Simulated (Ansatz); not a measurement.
# HMgS: the cost of one run

Program: Ansatz 0.2.0, driven from Python. Level of theory: B3LYP/def2-SVP. These are calculated values, not measurements.

**1. The structure**

Bond lengths: Mg1–S2 2.492 Å, S2–H3 1.411 Å. Angles: Mg1–S2–H3 94.3°.

The script holds or builds the structure itself.

**2. The code**

hmgs_relaxed_scan.py reads:

```python
import ansatz
from ase import Atoms
import numpy as np

BASIS = "def2-SVP"
XC = "b3lyp"

atoms = Atoms(["Mg", "S", "H"], positions=[
    (1.477, -0.6239, 0.7321),
    (-0.7153, -0.4228, -0.4345),
    (-0.7726, 0.982, -0.3109),
])
system = ansatz.Crystal.molecule_from_ase(atoms)

calc = system.calculation().basis(gaussian=BASIS).functional(XC).spin("collinear", total=1)
symbols = [site.symbol for site in system.cartesian_sites]
pairs = [(0, 1), (1, 2)]
print("held (A)   E (eV)        ", "  ".join(f"{symbols[i]}{i}-{symbols[j]}{j}" for i, j in pairs))
for length in [1.3, 1.41, 1.52, 1.69, 1.91]:
    rep = calc.relax(constraints=[ansatz.DistanceConstraint((1, 2), at=length)], force_tolerance=0.02, max_steps=60).run().report
    xyz = np.array(rep["positions_ang"])
    print(f"{length:6.2f} {rep['free_energy_ev']:14.5f}  ", "  ".join(f"{np.linalg.norm(xyz[i] - xyz[j]):.3f}" for i, j in pairs))
```

**3. The run**

Launch:

```sh
$ python hmgs_relaxed_scan.py
```

**Question.** How long does this script take on 1 thread of Arm Neoverse V1, shared host, and how much memory does it need?

About 34 s, with a peak of 0.19 GiB.
